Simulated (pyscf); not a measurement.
**Four-centre exchange: H₂N–SiH₂–NH₂ + H₂ → H₂N–SiH₂–NH₂ + H₂**

Gas phase, singlet surface, charge 0. Bonds broken: Si2–H6, H10–H11. Bonds formed: Si2–H10, H6–H11. Single points on ωB97X-D3(BJ)/def2-SVP structures (PySCF, gas phase).

Transition state (Å):

```xyz
11

N     -1.6706    -0.9325     0.8057
Si    -0.6138     0.3138     0.2978
N      0.0440     0.7124    -1.2306
H     -2.6402    -1.0201     0.5283
H     -1.3284    -1.6938     1.3812
H     -2.0427     1.2163    -0.1757
H      0.6461    -0.1094     1.0167
H     -0.4906     1.0433    -2.0241
H      1.0299     0.5703    -1.4190
H     -0.7120     1.7128     1.3462
H     -1.4609     1.6828     0.6911
```

One imaginary mode, 1490i cm⁻¹; descent along it reached the two sides named.

```json
[
 {"bond": "Si2–H6", "change": "breaks", "reactant side (Å)": "1.490", "saddle": "1.755", "product side": "3.4"},
 {"bond": "H10–H11", "change": "breaks", "reactant side (Å)": "0.760", "saddle": "0.995", "product side": "5.1"},
 {"bond": "Si2–H10", "change": "forms", "reactant side (Å)": "4.1", "saddle": "1.751", "product side": "1.490"},
 {"bond": "H6–H11", "change": "forms", "reactant side (Å)": "2.8", "saddle": "1.143", "product side": "0.761"}
]
```

Electronic energies relative to the separated reactants (kJ/mol):

```
level                   barrier  reaction energy  reverse barrier
----------------------  -------  ---------------  ---------------
ωB97X-D3(BJ)/def2-TZVP    233.2              0.0            233.2
PBE/def2-TZVP             202.3              0.0            202.3
r²SCAN/def2-TZVP          212.1              0.0            212.1
B3LYP-D3(BJ)/def2-TZVP    229.4              0.0            229.4
PBE0-D3(BJ)/def2-TZVP     211.3              0.0            211.3
M06-2X/def2-TZVP          242.4              0.0            242.4
ωB97M-D3(BJ)/def2-TZVP    228.9              0.0            228.9
HF/def2-TZVP              299.4              0.0            299.4
```

With ωB97M-D3(BJ)/def2-TZVP energies and thermal terms (ideal gas, 1 atm, RRHO with modes under 100 cm⁻¹ raised to 100, one conformer, R ln 2 for chiral ones without a mode under 150 cm⁻¹), in kJ/mol:

```json
[
 {"T (K)": "298", "ΔH‡": "232.5", "ΔG‡": "270.8", "ΔH": "0.0", "ΔG": "0.0"},
 {"T (K)": "600", "ΔH‡": "227.9", "ΔG‡": "311.8", "ΔH": "0.0", "ΔG": "0.0"},
 {"T (K)": "900", "ΔH‡": "226.8", "ΔG‡": "354.1", "ΔH": "0.0", "ΔG": "0.0"},
 {"T (K)": "1200", "ΔH‡": "227.4", "ΔG‡": "396.5", "ΔH": "0.0", "ΔG": "0.0"}
]
```

At the saddle there is also a short H–Si contact that neither side keeps. The same reactants have a lower exit, to NH₃ + H₂N–SiH₃ (barrier +183.0 kJ/mol at ωB97M-D3(BJ)/def2-TZVP, against +228.9 kJ/mol here). One saddle was located; it need not be the lowest between these sides.
